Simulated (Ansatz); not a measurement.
Other spins and charges of SbH2⁻, singlet at one geometry

Geometry (PBE0/def2-TZVPD stationary point for this spin, not checked as a minimum):

```json
{"atom": "Sb", "x (Å)": "0.0000", "y (Å)": "-0.0198", "z (Å)": "0.0000"}
{"atom": "H", "x (Å)": "0.0000", "y (Å)": "1.1955", "z (Å)": "1.2291"}
{"atom": "H", "x (Å)": "0.0000", "y (Å)": "1.1955", "z (Å)": "-1.2291"}
```

Basis def2-SVPD with its core potentials; Ansatz 0.2.0. Correlated methods freeze the noble-gas cores and the filled d shells of p-block atoms. R marks a restricted (for open shells ROHF) determinant, U an unrestricted one. Active spaces: valence = (8e, 6o) chosen from the atoms' valence shells. No spin–orbit coupling is included; scalar relativity enters through the core potentials alone.

Gaps are energies of the second state less the first, at fixed atoms, for a selection of the levels run; each method lands on the state that its own search finds for that charge and spin.

The highest occupied Kohn–Sham level of the anion is positive, up to +2.07 eV, so in those functionals the extra electron is held by the basis alone, which enters their differences from the reference.

Removing an electron, to the doublet: 0.788 eV at UCCSDTQ.

| level | gap (eV) | error (meV) |
| --- | --- | --- |
| UHF | 0.088 | -700 |
| UMP2 | 0.757 | -31 |
| CISD | 0.675 | -113 |
| UCCSD | 0.747 | -41 |
| UCCSD(T) | 0.783 | -5 |
| BCCD(T) | 0.788 | 0 |
| UCCSDT | 0.784 | -4 |
| UCCSDT(Q) | 0.788 | 0 |
| CASSCF (valence space) | 0.088 | -700 |
| NEVPT2 (valence space) | 0.531 | -257 |
| MRCISD (valence space) | 0.689 | -99 |
| MRCISD+Q (valence space) | 0.777 | -11 |
| PBE | 0.940 | 152 |
| r2SCAN | 0.945 | 157 |
| PBE0 | 0.967 | 179 |
| B3LYP | 1.010 | 222 |
| wB97M-V | 0.959 | 171 |
| B2PLYP | 0.887 | 99 |
| RPA-PBE | 0.984 | 196 |

In so small a basis the reference is far from its limit while semilocal and hybrid functionals are nearer theirs (RPA and double hybrids share part of the reference's basis error), so the functionals' errors here hold much of the reference's basis and frozen-core error, which can add to them or hide them.

Full CI isn't at hand for all of this; UCCSDTQ serves as the reference, and is uncertain by the last step of the cluster series or more. The frozen core follows each run's orbitals, which can shift R against U totals by a few meV for light atoms and by up to 0.1 eV past Ca.
